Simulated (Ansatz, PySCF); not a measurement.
This Ansatz (an electronic-structure program) input computes a PBE/def2-TZVPD energy:

Ansatz 0.2 input:
```yaml
crystal:
  periodic: [false, false, false]
  atoms:
    - {symbol: O, position_ang: [0.18079969, 1.35809733, -0.27389077]}
    - {symbol: C, position_ang: [0.01481803, 0.05795521, 0.48622585]}
    - {symbol: H, position_ang: [0.27730306, 1.99334323, 0.43466644]}
    - {symbol: C, position_ang: [-1.30430824, -0.50114073, -0.00064997]}
    - {symbol: C, position_ang: [1.12259101, -0.83120874, -0.03526909]}
    - {symbol: H, position_ang: [-1.34571266, -0.63816707, -1.11781867]}
    - {symbol: H, position_ang: [1.09460006, -0.97005936, -1.15262913]}
    - {symbol: H, position_ang: [-2.14719011, 0.14726524, 0.26486815]}
    - {symbol: H, position_ang: [2.11509679, -0.43242283, 0.20406769]}
    - {symbol: H, position_ang: [-1.49493930, -1.48572808, 0.44625857]}
    - {symbol: H, position_ang: [1.05583988, -1.83264425, 0.40987234]}
basis:
  gaussian:
    orbitals: def2-TZVPD
hamiltonian:
  xc: {name: PBE}
total_charge: -1
output: {forces: true}
```

### Question
Write an input for the same energy in PySCF and say what it gives.

### Answer

```python
from pyscf import gto, scf, dft

mol = gto.M(
    atom='''
    O     0.18079969    1.35809733   -0.27389077
    C     0.01481803    0.05795521    0.48622585
    H     0.27730306    1.99334323    0.43466644
    C    -1.30430824   -0.50114073   -0.00064997
    C     1.12259101   -0.83120874   -0.03526909
    H    -1.34571266   -0.63816707   -1.11781867
    H     1.09460006   -0.97005936   -1.15262913
    H    -2.14719011    0.14726524    0.26486815
    H     2.11509679   -0.43242283    0.20406769
    H    -1.49493930   -1.48572808    0.44625857
    H     1.05583988   -1.83264425    0.40987234
    ''',
    basis='def2-tzvpd',
    charge=-1,
    spin=0,
    verbose=4,
)

mf = dft.RKS(mol, xc='pbe').density_fit(auxbasis='def2-universal-jkfit')
mf.grids.level = 3
mf.conv_tol = 1e-9
mf.max_cycle = 100
mf.max_memory = 1500
mf.kernel()
if not mf.converged:
    mf = mf.newton()
    mf.kernel(mf.make_rdm1())
mf.analyze()
```
It gives -193.52386 Eh, and Ansatz -193.52375 Eh, a difference of 0.11 mEh, from the treatment of integrals and grids.

It need not be the lowest isomer of its formula. Whether it binds its extra electron was not tested at this geometry.
